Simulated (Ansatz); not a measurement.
# SOF2: one species, many methods

One table from this session's results is given with a row withheld; the runs are named, their logs left out.

Method: functionals in def2-TZVPP, the program's frozen cores in correlated methods; program: Ansatz 0.2.0, Gaussian basis.

Plan: LDA (SPW92), PBE-D4, revPBE-D4, BLYP-D4, r2SCAN-D4, B97M-V, PBE0-D4, B3LYP-D4, r2SCANh-D4, r2SCAN0-D4, HSE06-D4, BHLYP-D4, CAM-B3LYP-D4, LC-ωPBE, ωB97X-V, ωB97M-V, B2PLYP, PBE-QIDH; CCSD(T)/def2-SVP; CCSD(T)/def2-TZVPP; CCSD(T)/def2-QZVPP; extrapolation to the limit; RPA on PBE.

## Structure used throughout

An earlier PBE0-D4 in a triple-zeta def2 set relaxation fixed the geometry.

4 atoms, charge 0, spin multiplicity 1.

Atoms are counted from 1 here; the program's logs count them from 0.

Bond lengths: O1–S2 1.419 Å, S2–F3 1.588 Å, S2–F4 1.588 Å. Angles: O1–S2–F3 106.5°, O1–S2–F4 106.5°, F3–S2–F4 93.0°.

The first run:

File in.yaml:

```yaml
crystal:
  periodic: [false, false, false]
  atoms:
    - {symbol: O, position_ang: [0.932398, 0.066621, -1.017848]}
    - {symbol: S, position_ang: [-0.151269, -0.426192, -0.245659]}
    - {symbol: F, position_ang: [-1.124430, 0.804198, 0.000357]}
    - {symbol: F, position_ang: [0.343312, -0.444627, 1.263140]}
basis:
  gaussian: {orbitals: def2-TZVPP}
hamiltonian: {xc: lda}
output: {orbitals: {seedname: orbitals}}
```

Started as:

```console
> ansatz run in.yaml --threads 2 --pin off --events-out ev --progress --plain --max-ram 32768MiB --backend cpu
```

Among the steps run: LDA; PBE-D4 (GGA); revPBE-D4 (GGA); BLYP-D4 (GGA); r2SCAN-D4 (meta-GGA); B97M-V (meta-GGA); B3LYP-D4 (hybrid); r2SCANh-D4 (hybrid); r2SCAN0-D4 (hybrid); HSE06-D4 (hybrid); BHLYP-D4 (hybrid); CAM-B3LYP-D4 (range-separated); LC-ωPBE (range-separated); ωB97X-V (range-separated); ωB97M-V (range-separated); B2PLYP (double hybrid); PBE-QIDH (double hybrid).

One table of the session follows, with a row left open; its other results are not shown here.

It belongs to the step «Frontier levels by functional». 

| functional | HOMO (eV) | gap (eV) |
| --- | --- | --- |
| LDA (SPW92) | -8.31 | 5.88 |
| PBE-D4 | ? | ? |
| revPBE-D4 | -7.99 | 5.96 |
| BLYP-D4 | -8.00 | 5.94 |
| r2SCAN-D4 | -8.42 | 6.45 |
| B97M-V | -8.51 | 6.62 |
| PBE0-D4 | -9.66 | 8.52 |
| B3LYP-D4 | -9.44 | 8.00 |
| r2SCANh-D4 | -9.01 | 7.41 |
| r2SCAN0-D4 | -9.90 | 8.87 |
| HSE06-D4 | -9.25 | 7.72 |
| BHLYP-D4 | -11.20 | 11.14 |
| CAM-B3LYP-D4 | -11.15 | 11.17 |
| LC-ωPBE | -12.45 | 13.79 |
| ωB97X-V | -12.09 | 13.34 |
| ωB97M-V | -12.00 | 13.17 |

Q: Estimate the row for PBE-D4 from the others.

As computed: HOMO (eV): -8.08; gap (eV): 5.94. In the column «HOMO (eV)» it lies between LDA (SPW92) (-8.31) and BLYP-D4 (-8.00).
